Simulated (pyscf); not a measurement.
H₂C=CH–GaH–OH (SMILES C=[CH][GaH][OH]) → HO–Ga (SMILES [OH][Ga]) [singlet] + H₂C=CH₂ (SMILES C=C) (1,1-elimination; singlet surface; C–Ga, Ga–H broken, C–H formed). Single points on ωB97X-D3(BJ)/def2-SVP structures (PySCF, gas phase). Correlated levels are frozen-core, on RHF or UHF. ΔMP2 is the change of the MP2 total energy from the triple- to the quadruple-zeta basis. Energies in eV from the reactant's lowest minimum found.

```csv
level,barrier,reaction energy
ωB97X-D3(BJ)/def2-TZVP,3.68,+0.19
PBE/def2-TZVP,3.02,-0.10
B3LYP-D3(BJ)/def2-TZVP,3.38,-0.17
PBE0-D3(BJ)/def2-TZVP,3.34,+0.07
HF/def2-TZVP,…,-0.14
CCSD/def2-TZVPP,3.68,+0.11
CCSD(T)/def2-TZVPP + ΔMP2(QZVPP),…,…
```

Problem. What belongs in the gaps?

Solution. 
- HF/def2-TZVP, barrier: 4.29
- CCSD(T)/def2-TZVPP + ΔMP2(QZVPP), barrier: 3.48
- CCSD(T)/def2-TZVPP + ΔMP2(QZVPP), reaction energy: +0.08

On the reactant side the descent ends in a point that may be a rotor saddle (no frequency run), 0.04 eV over the lowest minimum found and 3.64 eV under the saddle at ωB97X-D3(BJ)/def2-TZVP. One saddle was located; it need not be the lowest between these sides. The CCSD(T) − MP2 part came from Ansatz, without density fitting, on the same reference. The frozen core leaves the outer d or s,p core shells of the metals and heavy elements correlated in the MP2 and CC values, and def2-TZVPP describes them poorly, which can shift differences by a few kcal/mol. Elements up to Kr have no core potential and no relativistic terms here.
